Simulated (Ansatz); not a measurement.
Born–Oppenheimer molecular dynamics of BH$_{5}$OS (8 atoms, charge 0, multiplicity 1). It starts at the highest image of a converged band, a first-order saddle point between two minima.

Computed with Ansatz, RKS PBE0/def2-mTZVP.

```json
{
  "ensemble": "NVE (velocity Verlet)",
  "time step": "0.5 fs",
  "steps asked": "200",
  "starting velocities drawn for": "300 K",
  "seed": "5648"
}
```

First frame:

```xyz
8
Properties=species:S:1:pos:R:3
B 0.078 0.243 0.264
O -0.236 -0.281 1.659
H -1.115 -0.679 1.687
H 1.213 0.051 -0.056
H -0.794 0.047 -0.534
S -0.095 2.213 0.870
H 1.188 2.385 1.260
H -0.348 1.050 1.870
```

Task: How far do the bonds stretch over the last three quarters of this one trajectory? (Pairs bonded in most of those frames.)

Result: 
```
 bond  mean (Å)  spread (Å)  shortest  longest
B1–H4     1.189       0.010      1.17     1.21
B1–H5     1.194       0.014      1.17     1.21
B1–S6     1.815       0.073      1.69     1.92
O2–H3     0.972       0.037      0.90     1.04
O2–H8     0.975       0.046      0.90     1.05
S6–H7     1.358       0.043      1.29     1.42
```

Mean temperature of the second half: 520 K. The conserved energy stayed within 0.44 meV per atom of its start (net change -0.22 meV per atom), so the integration is sound. The kinetic energy rose, since the run started high on the potential surface and went downhill. It ends in pieces (BH3S + H2O), so much of that is their flight and rotation, not heat. A run of 0.1 ps of so small a system gives no equilibrium averages. The orbitals stay closed-shell, which can raise the energy where a bond breaks towards radicals; this wasn't checked here.

The run took 3.9 min on 2 threads of Arm Neoverse V2 (shared host), peak memory 0.14 GiB.
